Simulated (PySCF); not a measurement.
Mapped SMILES: `[CH:1]#[C:2][C@@H:3]1[CH2:4][NH:5]1`; H(Xn) means a hydrogen on atom n. Ha(C4) is cis to C2 on the ring; Hb(C4) is trans to C2 on the ring.

- geometry from PBE0-D3(BJ)/def2-SVP
- shieldings: GIAO PBE0/pcSseg-1
- J: B3LYP/pcJ-1 (spin–dipole term only in couplings to heteroatoms)
- code: PySCF
- non-relativistic, in vacuum, one computed conformer

List the cross peaks expected in HSQC, COSY and HMBC spectra.

Answers



HSQC (one-bond C–H):
```tsv
δH	δC	1J(C,H) (Hz)
2.01 (H(C3))	17.9 (C3)	190
1.88 (H(C1))	73.2 (C1)	274
1.78 (Ha(C4))	29.6 (C4)	174
1.66 (Hb(C4))	29.6 (C4)	184
```

COSY cross peaks (|J| ≥ 2 Hz):
```tsv
δH	δH	abs. J (Hz)	bonds
2.01 (H(C3))	1.88 (H(C1))	2.9	4
2.01 (H(C3))	1.78 (Ha(C4))	2.8	3
2.01 (H(C3))	1.66 (Hb(C4))	5.0	3
```

HMBC (two and three bonds, |J| ≥ 2.5 Hz):
```tsv
δH	δC [abs. J in Hz]
2.01 (H(C3))	73.2 (C1) [4.5]
1.88 (H(C1))	89.4 (C2) [52.3], 17.9 (C3) [4.5]
1.78 (Ha(C4))	89.4 (C2) [5.0], 17.9 (C3) [2.7]
```

δ = σ(ref) − σ, references computed at the same level: TMS for 1H (σref 31.27) and 13C (σref 184.41).

Exchangeable OH/NH protons stand at their gas-phase positions; hydrogen bonding in a real sample shifts them, mostly to higher δ. Unscaled 3J(H,H) at this level run about 10 % above measured values. Shifts are as computed. Against solution values, carbons near 30 ppm lie about +2 ppm off and those near 130 ppm about +5 ppm. Of 1211 compounds with measured shifts, 218 miss one by over three times the rms of a fit or turn the order of signals round; such compounds aren't used in these exercises.
